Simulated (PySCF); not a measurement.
# Al2: frontier orbitals

PBE at R = 2.736 Å; Al def2-SVP; no relativity (PySCF 2.14). State: triplet, unpaired electrons σ ↑, π ↑. Only the outer orbitals are listed.

```csv
spin,orbital,occ.,ε (eV),main shells (%)
α,σg,1,-9.37,"91 s, 9 p"
α,σu,1,-6.86,"91 s, 9 p"
α,σg,1,-3.92,"88 p, 11 s"
α,πu,1,-3.87,99 p
α,πu,0,-3.67,99 p
α,πg,0,-2.04,99 p
α,πg,0,-1.87,99 p
β,σg,1,-8.55,"91 s, 8 p"
β,σu,1,-6.09,95 s
β,πu,0,-3.34,99 p
β,πu,0,-2.84,99 p
β,σg,0,-2.84,"88 p, 11 s"
```

Which are the highest filled and the lowest empty level, where do they sit, and how wide is the gap?

Highest filled α πu at -3.87 eV (in %: 99 p); lowest empty α πu at -3.67 eV (in %: 99 p); the gap at PBE is 0.20 eV. Both belong to one degenerate shell, split only by its one-sided filling, so this is no excitation gap.

The bond order (Mayer) is 1.19. The ⟨S²⟩ is 2.003.

The state is the lowest determinant that a PBE0 search found; another state may lie lower at other levels.
